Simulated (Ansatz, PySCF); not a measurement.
System: isobutene, C$_{4}$H$_{8}$ (charge 0, singlet). 
Structure (B3LYP-D3(BJ)/def2-TZVP (Ansatz, a first-principles code) minimum search):
```xyz
12

C      0.0065     0.0014     1.4542
C      0.0006     0.0001     0.1241
H      0.0048     0.9250     2.0197
H      0.0131    -0.9212     2.0214
C     -0.0087     1.2699    -0.6778
H     -0.0098     2.1526    -0.0389
H      0.8653     1.3203    -1.3345
H     -0.8890     1.3125    -1.3267
C      0.0027    -1.2712    -0.6754
H      0.0095    -2.1526    -0.0350
H     -0.8771    -1.3229    -1.3243
H      0.8771    -1.3150    -1.3320
```

Dipole moments at this geometry, in debye (magnitudes).

| level | program | dipole (D) |
|---|---|---|
| HF/def2-TZVPD | PySCF | 0.58 |
| revPBE/def2-TZVPD | Ansatz | 0.57 |
| B97M-V/def2-TZVPD | Ansatz | 0.59 |
| PBE0/def2-TZVPD | Ansatz | 0.58 |
| r2SCAN0/def2-TZVPD | Ansatz | 0.60 |
| HSE06/def2-TZVPD | Ansatz | 0.58 |
| CAM-B3LYP/def2-TZVPD | Ansatz | 0.57 |
| wB97X-V/def2-TZVPD | Ansatz | 0.56 |
| CCSD(T)/aug-cc-pVDZ | Ansatz | 0.48 |

Measured: 0.50 D (NIST CCCBDB, as tabulated in the package chemicals), a vibrational average. This is an older compilation, not checked against later work.
